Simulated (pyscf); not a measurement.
Cl–C:–Cl [singlet] + hydrogen fluoride (HF) → F–CH(Cl)–Cl, an insertion (singlet surface; F–H broken, C–F, C–H formed). Structures and frequencies: ωB97X-D3(BJ)/def2-SVP in PySCF. MP2 and CC: frozen core, UHF for open shells. ΔMP2 is the change of the MP2 total energy from the triple- to the quadruple-zeta basis. Energies in kcal/mol from the separated reactants.

Small-basis levels: PySCF, no dispersion term, spherical d functions. AM1 to PM7: differences of heats of formation from MOPAC, which are fitted to 298 K values and so differ in kind from electronic energies by zero-point and thermal terms. Cost: rough CPU time at the saddle relative to B3LYP/6-31G*, from one job on a shared machine.

```
level                             barrier  reaction energy        cost
--------------------------------  -------  ---------------  ----------
HF/6-31G*                            22.9            -71.9         0.1
MP2/6-31G*                            3.1            -77.3         0.1
B3LYP/STO-3G                         -4.9           -115.1         0.7
B3LYP/3-21G                         -14.6            -93.1         0.7
M06-2X/6-31G*                         5.0            -79.7           3
AM1                                  56.5            -45.7  under 0.02
PM7                                  41.8            -46.3  under 0.02
CCSD(T)/def2-TZVPP + ΔMP2(QZVPP)     12.5            -60.5           –
```

Against the last row the barrier runs from -27.1 (B3LYP/3-21G) to +44.1 kcal/mol (AM1). At B3LYP/STO-3G, B3LYP/3-21G this geometry lies under one side, so the entry may be no barrier of that level: it is a single point on another level's saddle. CCSD(T)/def2-TZVPP + ΔMP2(QZVPP) has limits of its own. On the reactant side the descent ends in a bound adduct, 9.5 kcal/mol under the separated species and 17.2 kcal/mol under the saddle at ωB97X-D3(BJ)/def2-TZVP. At ωB97X-D3(BJ)/def2-TZVP the barrier from the zero used here is 7.7 kcal/mol. This is the saddle that the search found; another between the same sides may lie lower. The CCSD(T) − MP2 part came from Ansatz, without density fitting, on the same reference.
